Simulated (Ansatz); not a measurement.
This geometry of C2H5FN (9 atoms, charge 1, multiplicity 1) is a first-order saddle point.

These are results of RKS BHLYP-D4/def2-SVP in Ansatz 0.2.0, not measurements.

```xyz
9
Properties=species:S:1:pos:R:3
N -0.446 0.762 -1.186
C 0.127 0.640 0.033
C 0.268 -0.599 0.762
F -0.222 -1.645 0.105
H 0.018 0.113 -1.838
H -1.390 0.351 -1.154
H 0.516 1.545 0.519
H -0.216 -0.450 1.750
H 1.344 -0.715 1.009
```

Problem. Which two structures does it join? (They come from a converged band through this point; their orientation in space is the band's.)

Solution. No bond is made or broken. The dihedral H6–N1–C2–C3 goes from 0 to -180°. The two ends are copies of one structure, up to a mirror image or an exchange of like atoms.

Initial state:

```xyz
9
Properties=species:S:1:pos:R:3
N -0.417 0.490 -1.140
C 0.199 0.557 -0.031
C 0.235 -0.605 0.881
F -0.453 -1.622 0.330
H -0.460 1.269 -1.788
H -0.890 -0.374 -1.399
H 0.705 1.483 0.243
H -0.201 -0.311 1.846
H 1.282 -0.886 1.057
```

Final state:

```xyz
9
Properties=species:S:1:pos:R:3
N -0.417 0.490 -1.140
C 0.199 0.557 -0.031
C 0.235 -0.605 0.881
F -0.453 -1.621 0.329
H -0.890 -0.375 -1.398
H -0.460 1.269 -1.788
H 0.705 1.483 0.244
H -0.200 -0.311 1.846
H 1.282 -0.885 1.057
```

Problem. How far does it lie above each of them?

Solution. 2.72 eV above the first and 2.72 eV above the second. This is the barrier of this one path; another mechanism may lie lower. Limits of this set-up: the dipole of an ion depends on the origin.

The run took 5.4 min on 1 thread of Arm Neoverse N1 (shared host), peak memory 0.15 GiB.
